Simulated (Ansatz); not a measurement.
Write a Python script for Ansatz 0.2.0, Python API that makes vertical and adiabatic energies of changing the electron count of CH₅FSi, SMILES C[SiH2]F. Settings (for the species named): PBE0, cc-pVDZ basis, multiplicity 1.

```xyz
8

C    -0.4865    0.6442   -0.4114
Si    0.4359   -0.6469    0.3952
F     1.8937   -0.6288   -0.2188
H    -0.5107    0.5458   -1.5091
H    -1.5591    0.7122   -0.0620
H    -0.0870    1.6878   -0.2491
H     0.5379   -0.4151    1.8657
H    -0.1319   -1.9564    0.1336
```

`ch5fsi_adiabatic.py`:
```python
# -*- coding: utf-8 -*-
"""How CH5FSi relaxes after losing an electron."""

import itertools

import ansatz as az
from ase.data import atomic_numbers, covalent_radii
import numpy as np

GEOMETRY = """
C    -0.48650    0.64420   -0.41140
Si    0.43590   -0.64690    0.39520
F     1.89370   -0.62880   -0.21880
H    -0.51070    0.54580   -1.50910
H    -1.55910    0.71220   -0.06200
H    -0.08700    1.68780   -0.24910
H     0.53790   -0.41510    1.86570
H    -0.13190   -1.95640    0.13360
"""


def main():
    geometry = az.Crystal.molecule()
    for line in GEOMETRY.strip().splitlines():
        symbol, *xyz = line.split()
        geometry = geometry.atom(symbol, [float(v) for v in xyz])

    base = geometry.calculation()
    base = base.basis(gaussian="cc-pVDZ")
    base = base.functional("pbe0")
    symbols = [site.symbol for site in geometry.cartesian_sites]
    start = np.array([site.position_ang for site in geometry.cartesian_sites], dtype=float)
    report = base.relax(force_tolerance=0.01).run(threads=1, backend="cpu").report
    end = np.array(report["positions_ang"])

    minimum = az.Crystal.molecule()
    for symbol, place in zip(symbols, end):
        minimum = minimum.atom(symbol, place.tolist())
    ion = minimum.calculation().basis(gaussian="cc-pVDZ").functional("pbe0").charge(1).spin("collinear", total=1)
    vertical = ion.run(threads=1, backend="cpu").report
    settled = ion.relax(force_tolerance=0.01, max_steps=80).run(threads=1, backend="cpu").report
    print(f"vertical ionisation energy   {vertical['free_energy_ev'] - report['free_energy_ev']:.3f} eV")
    print(f"adiabatic, no zero point     {settled['free_energy_ev'] - report['free_energy_ev']:.3f} eV")
    print(f"relaxation energy of the ion {vertical['free_energy_ev'] - settled['free_energy_ev']:.3f} eV")
    ionised = np.array(settled["positions_ang"])
    # pairs closer than 1.2 times the sum of covalent radii, before or after
    radius = [covalent_radii[atomic_numbers[s]] for s in symbols]
    span = lambda where, i, j: np.linalg.norm(where[i] - where[j])
    bonded = [(i, j) for i, j in itertools.combinations(range(len(symbols)), 2) if min(span(end, i, j), span(ionised, i, j)) < 1.2 * (radius[i] + radius[j])]
    print("pair        before    after (A)")
    for i, j in bonded:
        print(f"{symbols[i]}{i}-{symbols[j]}{j}".ljust(10), f"{span(end, i, j):8.4f} {span(ionised, i, j):8.4f}")


if __name__ == "__main__":
    main()
```

```console
$ python ch5fsi_adiabatic.py
vertical ionisation energy   11.507 eV
adiabatic, no zero point     10.631 eV
relaxation energy of the ion 0.876 eV
pair        before    after (A)
C0-Si1       1.8666   2.1793
C0-H3        1.1006   1.0989
C0-H4        1.1021   1.0998
C0-H5        1.1006   1.0989
Si1-F2       1.6532   1.6111
Si1-H6       1.4965   1.4838
Si1-H7       1.4965   1.4837
```

The energies are electronic: no zero-point or thermal terms, and the basis set is short of its limit. The product may relax into another structure. Each relaxation finds its nearest minimum, which needn't be the lowest. Timing: 44 s on 1 thread of Arm Neoverse V2, on a shared host, peak memory 0.25 GiB.
